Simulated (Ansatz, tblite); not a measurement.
Cost and result up the ladder for the cluster Na₂Cl (3 atoms). Charge 0, multiplicity 2. Geometry: PBE0-D4/def2-TZVP.

```xyz
3

Na   -1.0461    1.0844    0.8810
Na    1.5732   -0.7173    0.2393
Cl   -0.5271   -0.3671   -1.1203
```

Ansatz on 4 threads of Arm Neoverse V1 on a shared host; xTB runs through tblite on one thread. Times are rough, summed over both states, and most runs start from the orbitals of an earlier one. CCSD(T)/def2-TZVPP serves as the yardstick here, not as an exact answer. The other state is a singlet.

The xTB rows come from tblite. Correlated methods freeze 7 core orbitals; core or outer-core shells of Na are correlated, in sets that lack core-valence functions. The structure comes from a short search, and lower isomers may exist.

Correlated methods converge slowly with the basis.

Raw xTB energies of ions are shifted by several eV, and xTB has no spin-polarisation term.

```json
{"level": "GFN1-xTB", "functions": "17", "wall time": "0.004 s", "vertical IE (eV)": "9.20", "difference from CCSD(T)/def2-TZVPP (eV)": "4.51"}
{"level": "GFN2-xTB", "functions": "17", "wall time": "0.004 s", "vertical IE (eV)": "10.37", "difference from CCSD(T)/def2-TZVPP (eV)": "5.67"}
{"level": "PBE-D4/def2-TZVP", "functions": "101", "wall time": "1.9 s", "vertical IE (eV)": "4.99", "difference from CCSD(T)/def2-TZVPP (eV)": "0.29"}
{"level": "PBE0-D4/def2-TZVP", "functions": "101", "wall time": "2.4 s", "vertical IE (eV)": "4.93", "difference from CCSD(T)/def2-TZVPP (eV)": "0.23"}
{"level": "r2SCAN-D4/def2-TZVP (with forces)", "functions": "101", "wall time": "5.4 s", "vertical IE (eV)": "4.82", "difference from CCSD(T)/def2-TZVPP (eV)": "0.13"}
{"level": "CCSD(T)/def2-TZVPP", "functions": "106", "wall time": "9.1 s", "vertical IE (eV)": "4.69", "difference from CCSD(T)/def2-TZVPP (eV)": "0.00"}
```
